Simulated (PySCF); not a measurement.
Molecule: `[S-]/C=C/C1CC1`, [C$_{5}$H$_{7}$S]-.

Bonds (- single, = double, # triple, : aromatic): S1-C2, C2=C3, C3-C4, C4-C5, C5-C6, C6-C4. C2 carries H7; C3 carries H8; C4 carries H9; C5 carries H10, H11; C6 carries H12, H13. Formal charges: S1 -1. Stereochemistry as in [S-]/C=C/C1CC1.

Total charge -1. H11, H12 are cis to C3 on the ring; H10, H13 are trans to C3 on the ring.

Frames of a GFN2-xTB Langevin trajectory at 300 K; GIAO PBE0/pcSseg-1 shieldings in PySCF 2.14.0 with density-fitted response routines, gas phase, non-relativistic; equivalent atoms averaged within each frame.

δ = σ(ref) − σ, references computed at the same level: CS2 for 33S (σref 503.73); 13C (σref 186.93) and 1H (σref 31.72) vs TMS. The references are static minima.

Question: How do the shifts (ppm) fluctuate along the trajectory?

Answer: 
```csv
time (fs),S1,C2,C3,C4,C5/C6,H7,H8,H9,H10/H13,H11/H12
optimised geometry,21,165.8,114.8,20.5,8.4,7.88,4.42,1.25,0.00,-0.40
250,22,164.8,112.3,23.1,11.1,8.29,4.35,1.32,0.37,-0.14
425,40,167.2,109.9,23.1,10.3,7.88,4.26,1.40,0.52,0.06
625,47,170.2,119.8,15.6,8.9,7.68,5.14,1.03,-0.13,-0.37
800,112,176.9,124.6,16.8,9.0,9.07,5.79,0.94,-0.49,0.09
1000,38,166.1,114.8,16.1,6.0,8.92,6.08,-0.12,-0.07,-0.71
mean of frames,52,169.0,116.3,18.9,9.0,8.37,5.13,0.91,0.04,-0.22
standard deviation,35,4.8,5.9,3.8,1.9,0.62,0.82,0.61,0.41,0.33
```

5 frames give an uncertainty of the mean of about the standard deviation over 2.2 at best, since frames this close in time may not be independent; classical motion lacks zero-point vibration, and the reference would need the same averaging.
